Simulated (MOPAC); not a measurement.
MOPAC input (PM6):

```
PM6 FORCE THERMO(298,298) PRECISE LET GEO-OK AUX(PRECISION=9) THREADS=1
CH3Cl

C     0.00810650 1    0.01311898 1   -1.12158706 1
Cl   -0.00474616 1   -0.00768087 1    0.65666342 1
H     0.01754811 1    1.05247312 1   -1.46968400 1
H     0.90378756 1   -0.50623459 1   -1.48151043 1
H    -0.88920484 1   -0.49424008 1   -1.49432934 1
```

Which zero-point energy does it print?

20.93 kcal/mol, from the harmonic wavenumbers of PM6.
